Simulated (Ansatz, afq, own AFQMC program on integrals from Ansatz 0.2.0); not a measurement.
AFQMC on a folder of integrals that Ansatz 0.2.0 wrote.

```yaml
crystal:
  periodic: [false, false, false]
  atoms:
    - {symbol: Mn, position_ang: [0.000000, 0.000000, 0.000000]}
basis:
  gaussian: {orbitals: def2-SVP}
magnetization: {spin_polarized: true, initial_magnetization: 5}
correlation: {method: ccsd_t, electrons: outside_noble_gas, hamiltonian_folder: ham}
```

```sh
$ ansatz run in.yaml --threads 1 --pin off --events-out ev --progress --plain --max-ram 24576MiB --backend cuda --devices 0, --max-vram 18GiB
```

afq runs on the folder ham with

```
--method phaseless --trial cisd --walkers 4000 --populations 20 --least-time 60 --time-step 0.005 --steps-per-block 50 --equilibration-blocks 40 --max-blocks 4000 --target-error 0.0001 --factor-cut 1e-05 --start spin_pure --seed 6467 --release-times 0.24,0.5,1,1.5 --release-step 0.02 --release-every 3 --taylor-order 6
```

Times are imaginary, in 1/Eh. The walk had a cap of 122 s. With eight or more populations the least sampling time is a fifth of least-time, and the error comes from their spread.

afq prints:

```
orbitals 22  electrons 6 1  factors 173 of 242
reference energy -1149.69728313 Eh
CCSD correlation -0.08694295 Eh in 9 cycles, weight of the determinant in the CISD state 0.9272
energy of the start -1149.784042 Eh
 block  time / (1/Eh)  mean weight  energy / Eh
     1     0.250  0.9999  -1149.784064
     2     0.500  1.0000  -1149.784460
     3     0.750  1.0001  -1149.784806
     4     1.000  1.0000  -1149.784897
     5     1.250  1.0001  -1149.785043
     8     2.000  1.0001  -1149.785638
    11     2.750  0.9999  -1149.785759
    17     4.250  1.0000  -1149.785906
    23     5.750  1.0001  -1149.785783
    29     7.250  1.0000  -1149.785975
    35     8.750  1.0000  -1149.785921
    37     9.250  0.9998  -1149.785662
    41    10.250  1.0000  -1149.786211
    47    11.750  1.0000  -1149.785937
    53    13.250  0.9999  -1149.786140
    59    14.750  1.0001  -1149.785902
    65    16.250  0.9999  -1149.786207
    69    17.250  0.9998  -1149.786302
    71    17.750  1.0000  -1149.786217
    77    19.250  0.9998  -1149.786115
    83    20.750  1.0000  -1149.785872
    89    22.250  0.9998  -1149.785915
error from the spread of 20 populations
released: time / (1/Eh)  energy / Eh  error  mean overlap
  0.24  -1149.786011  0.000029  0.9985
  0.50  -1149.786039  0.000031  0.9969
  1.00  -1149.786057  0.000030  0.9975
  1.50  -1149.786034  0.000033  0.9961
energy -1149.786014 +/- 0.000031 Eh
(rows thinned)
```

The run passed its tests (sampling time, drift between the halves within three errors, error under three times the target), which doesn't prove that it has relaxed.

Against this walk (error 0.8 meV) on the same determinant: CCSD(T) 4.6 meV higher, CCSDT(Q) 2.7 meV lower, CCSDTQ 2.6 meV lower, full CI 2.4 meV lower. The error is statistical and leaves out the bias of the constraint. Released to 1.50 1/Eh the energy moves by -0.5 ± 1.2 meV (both errors), within twice the noise.

Cautions: constraint bias not in the error; no relativity below Rb; outer-core shells of the metal frozen.

The walk took 32 s on 1 × NVIDIA H100 80GB HBM3 with 2 threads of AMD EPYC 7R13 Processor (Zen 3) (shared host) (the card was shared). The log's last line is the phaseless energy.

CCSDT and higher add their correlation energy to the determinant of the CCSD(T) run, since their own runs factorise the integrals more tightly (a shift of under 2 meV). A walk keeps the symmetry of its determinant, which the program's search chose and which needn't be the lowest solution, so a lower state of the same spin and another symmetry isn't excluded.
